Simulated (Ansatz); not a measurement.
in.yaml

```yaml
crystal:
  periodic: [false, false, false]
  atoms:
    - {symbol: Si, position_ang: [0.000000, -0.069187, 1.382306]}
    - {symbol: Al, position_ang: [0.000000, 0.017783, -1.480374]}
    - {symbol: H, position_ang: [0.000000, 1.451836, 1.111195]}
basis:
  gaussian: {orbitals: cc-pVTZ, fitting: {mean_field: def2-universal-jkfit}}
magnetization: {spin_polarized: false}
correlation: {method: bccd, electrons: outside_noble_gas}
```

```sh
$ ansatz run in.yaml --threads 1 --pin off --events-out ev --progress --plain --max-ram 2393MiB
```

Q: Roughly how long does this take on 1 thread of AMD EPYC 9R45, shared host, and how much host memory?

A: 1.5 s wall and 0.16 GiB.

```
274 factors; integrals over basis functions are off by at most 1.2e0 eV
mean field evaluation 1: about -14455.7147 eV, gradient 1.3e1 eV
mean field evaluation 2: about -14456.7577 eV, gradient 8.7e0 eV
mean field evaluation 4: about -14457.1752 eV, gradient 5.4e-1 eV
mean field evaluation 8: about -14457.3025 eV, gradient 1.0e0 eV
mean field evaluation 16: about -14455.7137 eV, gradient 1.3e1 eV
mean field evaluation 32: about -14452.5440 eV, gradient 9.0e0 eV
mean field evaluation 64: about -14457.1819 eV, gradient 9.4e-3 eV
mean field evaluation 96: about -14446.9256 eV, gradient 4.7e0 eV
mean field evaluation 128: about -14458.5058 eV, gradient 9.0e-2 eV
mean field -14458.50592020 eV, -531.3402922402 hartree, gradient 1.2e-6 eV, S^2 0.000000; 9 other end points of the search recorded, 0 dependent functions left out; unrestricted orbitals would lower it
determinant -14458.50592020 eV, -531.3402922402 hartree, with singles and doubles -14463.74358892 eV, -531.5327730153 hartree
determinant -14457.18193273 eV, -531.2916365980 hartree, with singles and doubles -14462.85317117 eV, -531.5000507665 hartree
10 core orbitals not correlated: weight in the atoms' cores, before any rotation towards them, 1.000 or more for the frozen orbitals, at most 0.000 for the correlated occupied ones
reference -14458.50592020 eV, -531.3402922402 hartree; 4, 4 occupied and 68, 68 virtual orbitals, 274 factors
second order -4.07913877 eV of doubles, -0.00000000 eV of singles
cycle   1  -5.11071823 eV  change   -2.0e-1 eV  update   2.5e-2
cycle   2  -5.11692474 eV  change   -6.2e-3 eV  update   6.0e-3
cycle   3  -5.11781792 eV  change   -8.9e-4 eV  update   2.7e-3
cycle   4  -5.11882617 eV  change   -1.0e-3 eV  update   1.4e-3
cycle   5  -5.11907428 eV  change   -2.5e-4 eV  update   8.4e-4
cycle   6  -5.11909481 eV  change   -2.1e-5 eV  update   4.6e-4
cycle   7  -5.11922102 eV  change   -1.3e-4 eV  update   2.2e-4
cycle   8  -5.11923348 eV  change   -1.2e-5 eV  update   8.7e-5
cycle   9  -5.11920601 eV  change    2.7e-5 eV  update   3.4e-5
cycle  10  -5.11920308 eV  change    2.9e-6 eV  update   1.6e-5
cycle  11  -5.11920738 eV  change   -4.3e-6 eV  update   8.0e-6
Total energy: -14463.62512759 eV, -531.5284196416 hartree
```
